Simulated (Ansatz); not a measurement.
# hcp Ru: properties by level of theory

Reference values: lattice constant a 2.706 Å (measured, 293 K, not corrected to a static lattice, our sources range from 2.700 to 2.706; as tabulated in Wikipedia's data pages); lattice parameter c 4.282 Å (measured, 293 K, not corrected to a static lattice; as tabulated in Wikipedia's data pages).

| level (code) | lattice constant a (Å) | c axis length (Å) |
|---|---|---|
| PBE (Ansatz) | 2.722 | 4.292 |
| rVV10 (Ansatz) | 2.745 | [?] |
| r²SCAN+rVV10 (Ansatz) | 2.697 | 4.253 |
| B3LYP (VWN-RPA form) (Ansatz) | 2.722 | 4.295 |
| r²SCANh (Ansatz) | 2.688 | 4.250 |
| Hartree–Fock (Ansatz) | 2.672 | [?] |

Task: Fill in the missing entries.

Result: 
- rVV10 (Ansatz, an electronic-structure program), c axis length (Å): 4.334
- Hartree–Fock (Ansatz), c axis length (Å): 4.188

Differences from the reference values (errors of the level alone only where the reference is corrected to a static lattice):

```json
[
 {"level": "PBE", "lattice constant a (%)": "+0.59", "lattice parameter c (%)": "+0.23"},
 {"level": "rVV10", "lattice constant a (%)": "+1.44", "lattice parameter c (%)": "+1.21"},
 {"level": "r²SCAN+rVV10", "lattice constant a (%)": "-0.33", "lattice parameter c (%)": "-0.68"},
 {"level": "B3LYP (VWN-RPA form)", "lattice constant a (%)": "+0.59", "lattice parameter c (%)": "+0.30"},
 {"level": "r²SCANh", "lattice constant a (%)": "-0.67", "lattice parameter c (%)": "-0.75"},
 {"level": "Hartree–Fock", "lattice constant a (%)": "-1.26", "lattice parameter c (%)": "-2.20"}
]
```

Nearest: lattice constant a, not ranked (reference at room or unstated temperature); lattice parameter c, not ranked (reference at room or unstated temperature).

Ansatz's density-functional and Hartree–Fock values are scalar-relativistic unless marked +SOC, with PAW data made under PBE.

Differences are worked out from the printed values.

The computed numbers hold no vibrational or temperature effects.
